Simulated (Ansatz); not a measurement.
Reaction: BNH3F (SMILES NBF) → BHF (SMILES [BH]F, doublet) + NH2 (SMILES [NH2], doublet) (the B-N bond breaks)
Each species at its own B3LYP-D3(BJ)/def2-TZVP minimum (Ansatz, an electronic-structure program), one conformer.

Wanted: bond dissociation energy (electronic), in kJ/mol. Radicals and triplets start from unrestricted determinants; spin-orbit coupling is neglected. CBS(X,Y): correlation extrapolated as X^-3, Hartree-Fock from the larger set (Q,5: extrapolated as (X+1)exp(-9√X)). A bracket is a step between two methods taken in the basis named. Functionals run without relativity, which enters their misses. Double hybrids freeze cores in their MP2 part. '+ core + X2C': CCSD(T) terms for core correlation (cc-pwCVTZ) and scalar relativity (cc-pVTZ-DK).

CCSD(T)/CBS(cc-pVQZ,cc-pV5Z) + [CCSDT(Q) - CCSD(T)]/cc-pVTZ + core + X2C (Ansatz) gives 605.3 kJ/mol.

Problem. How far off this value is PBE/def2-TZVPD (Ansatz), in which direction, and which of these levels come nearer: r2SCAN/def2-TZVPD, B3LYP/def2-TZVPD, PBE0/def2-TZVPD, wB97M-V/def2-TZVPD, B2PLYP/def2-TZVPD, CCSD(T)/CBS(cc-pVQZ,cc-pV5Z) + core + X2C?

Solution. PBE gives 592.3 kJ/mol, 13.0 kJ/mol below it. Differences of the others: r2SCAN/def2-TZVPD (Ansatz) -29.3; B3LYP/def2-TZVPD (Ansatz) -23.8; PBE0/def2-TZVPD (Ansatz) -15.7; wB97M-V/def2-TZVPD (Ansatz) 4.5; B2PLYP/def2-TZVPD (Ansatz) -13.8; CCSD(T)/CBS(cc-pVQZ,cc-pV5Z) + core + X2C (Ansatz) 0.6 kJ/mol. Nearer than PBE: wB97M-V/def2-TZVPD, CCSD(T)/CBS(cc-pVQZ,cc-pV5Z) + core + X2C.
